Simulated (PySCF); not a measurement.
# Potential energy of SiP⁻ along the bond

Set-up: basis Si def2-TZVPPD, P def2-TZVPPD; no relativity; PySCF 2.14. Energies in eV from Si⁻ + P in their ground configurations at the same level. State: ¹Σ⁺ (singlet), closed shell.

| R (Å) | PBE | PBE0 | LDA | PBEsol |
| --- | --- | --- | --- | --- |
| 1.722 | -3.895 | -3.690 | -4.893 | -4.217 |
| 1.802 | -4.800 | -4.562 | -5.746 | -5.106 |
| 1.882 | -5.323 | -5.047 | -6.223 | -5.614 |
| 1.942 | -5.527 | -5.219 | -6.398 | -5.808 |
| 2.002 | -5.609 | -5.267 | -6.452 | -5.880 |
| 2.062 | -5.595 | -5.217 | -6.414 | -5.857 |
| 2.142 | -5.465 | -5.037 | -6.256 | -5.716 |
| 2.242 | -5.179 | -4.685 | -5.940 | -5.417 |
| 2.362 | -4.726 | -4.151 | -5.458 | -4.951 |
| 2.522 | -4.041 | -3.355 | -4.742 | -4.248 |

Task: Put a parabola through the three lowest points of the PBE curve and estimate Re, k and ωe (reduced mass 14.7 u; 1 eV/Å² = 0.16022 mdyn/Å; ωe = 1302.8·√(k/μ) cm⁻¹).

Result: Through R = 1.942, 2.002, 2.062 Å the second-order coefficient is 13.3 eV/Å², so Re ≈ 2.023 Å, k ≈ 4.27 mdyn/Å and ωe ≈ 702 cm⁻¹. A polynomial fit of higher order to the unrounded PBE energies gives Re = 2.022 Å, k = 3.89 mdyn/Å, ωe = 670 cm⁻¹; anharmonicity and rounding make the difference.

The higher-order fit for each curve: PBE: Re = 2.022 Å, ωe = 670 cm⁻¹, De = 5.61 eV; PBE0: Re = 1.999 Å, ωe = 710 cm⁻¹, De = 5.27 eV; LDA: Re = 2.005 Å, ωe = 684 cm⁻¹, De = 6.45 eV; PBEsol: Re = 2.015 Å, ωe = 677 cm⁻¹, De = 5.88 eV.

For an ion De counts to the pair picked by the measured ionisation energies or electron affinities, which need not be the lowest pair at this level.
